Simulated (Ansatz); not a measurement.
# BH₂MgN: one structure at several levels

An exercise on one series of results from a longer session: the logs are not shown, and one member is left open.

The runs use Ansatz 0.2.0, Gaussian basis; single points in def2-TZVPP.

Correlated methods freeze the cores. The outer core shell of Li, Na, Mg and K is correlated.

### Starting geometry

5 atoms, charge 0, spin multiplicity 1.

Atoms are counted from 1 here; the program's logs count them from 0.

Bond lengths: N1–B2 1.251 Å, N1–H4 0.918 Å, B2–Mg3 2.041 Å, Mg3–H5 1.819 Å. Angles: B2–N1–H4 173.7°, N1–B2–Mg3 175.3°, B2–Mg3–H5 177.7°.

Geometry (Å):

```csv
atom,x (Å),y (Å),z (Å)
N1,-0.9066,-1.4744,0.0527
B2,-0.2876,-0.3883,-0.0036
Mg3,0.8573,1.3010,-0.0386
H4,-1.3098,-2.2980,0.0107
H5,1.8187,2.8440,-0.0858
```

The first run:

Contents of run/in.yaml:

```yaml
crystal:
  periodic: [false, false, false]
  atoms:
    - {symbol: N, position_ang: [-0.906600, -1.474400, 0.052700]}
    - {symbol: B, position_ang: [-0.287600, -0.388300, -0.003600]}
    - {symbol: Mg, position_ang: [0.857300, 1.301000, -0.038600]}
    - {symbol: H, position_ang: [-1.309800, -2.298000, 0.010700]}
    - {symbol: H, position_ang: [1.818700, 2.844000, -0.085800]}
basis:
  gaussian: {orbitals: def2-TZVPP}
correlation: {method: ccsd_t}
output: {forces: true}
```

The command line of these runs was not kept.

Among the steps run: CCSD(T)/def2-TZVPP; PBE0-D4/def2-TZVPP; wB97M-V/def2-TZVPP; r2SCAN-D4/def2-TZVPP; PBE-D4/def2-TZVPP; HSE06-D4/def2-TZVPP; CAM-B3LYP-D4/def2-TZVPP.

One table of the session follows, with a row left open; its other results are not shown here.

```
      method  RMS force component (eV/Å)  angle to CCSD(T) forces (°)  dipole (D)
     CCSD(T)                       1.943                    reference        0.83
     PBE0-D4                       2.135                          7.4        0.72
     wB97M-V                       2.141                          7.6        0.67
   r2SCAN-D4                           ?                            ?           ?
      PBE-D4                       2.038                          3.0        0.88
    HSE06-D4                       2.131                          7.3        0.72
CAM-B3LYP-D4                       2.223                          9.8        0.63
```

Estimate the missing values for r2SCAN-D4.

As computed: RMS force component (eV/Å): 2.054; angle to CCSD(T) forces (°): 5.0; dipole (D): 0.85. In the column «RMS force component (eV/Å)» it lies between PBE-D4 (2.038) and HSE06-D4 (2.131).
